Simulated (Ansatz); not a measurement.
[BH4]− (borohydride): the energy, rung by rung

The species is [BH4]− (5 atoms), meant as a singlet with charge -1. As SMILES, `[BH4-]`. The shape is that of a GFN2-xTB optimisation.

```xyz
5

B     0.0001    0.0002   -0.0001
H     0.6837    0.9970    0.2177
H     0.7263   -0.9885   -0.0671
H    -0.6004    0.1397   -1.0634
H    -0.8097   -0.1484    0.9129
```

Each level gives the energy change with the B1–H2 bond stretched from 1.228 to 1.535 Å (eV). The values are calculated.

```
                      level                    kind  program  value (eV)  less FCI/6-31G
   SVWN5/6-31G (restricted)                     LDA   Ansatz        0.47           +0.06
  r2SCAN/6-31G (restricted)                meta-GGA   Ansatz        0.48           +0.07
   BHLYP/6-31G (restricted)           global hybrid   Ansatz        0.51           +0.10
 wB97M-V/6-31G (restricted)  range-separated hybrid   Ansatz        0.49           +0.08
     MP2/6-31G (restricted)     perturbation theory   Ansatz        0.46           +0.05
 BCCD(T)/6-31G (restricted)   coupled cluster or CI   Ansatz        0.41            0.00
CCSDT(Q)/6-31G (restricted)   coupled cluster or CI   Ansatz        0.41            0.00
                  FCI/3-21G      exact in the basis   Ansatz        0.43           +0.02
                  FCI/6-31G      exact in the basis   Ansatz        0.41            0.00
```

FCI/6-31G is exact within its basis and frozen core, so for wave-function methods in that basis the difference is their error; functionals converge differently with the basis, so for them it is only a difference. Sets without diffuse functions describe the anion poorly. The first shape isn't each level's own minimum. The values span 0.41 to 0.51 eV. All rows use very small basis sets, so even the best lies far from the true value.
